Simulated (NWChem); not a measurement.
System: CHO, doublet; SMILES [CH]=O

All runs: NWChem. Spin-unrestricted. In the optimisation the excess spin sits in a' (Cs, its own frame). No stability test was run on the SCF state. The level has its own optimisation; frequencies are unscaled.

### Question
Predict the results for CAM-B3LYP/def2-SVP. Quantities: r C–O (Å); r C–H (Å); highest harmonic frequency (cm⁻¹); lowest (cm⁻¹); zero-point energy (kcal/mol).

### Answer
- r C–O (Å): 1.171
- r C–H (Å): 1.135
- highest harmonic frequency (cm⁻¹): 2691
- lowest (cm⁻¹): 1133
- zero-point energy (kcal/mol): 8.3
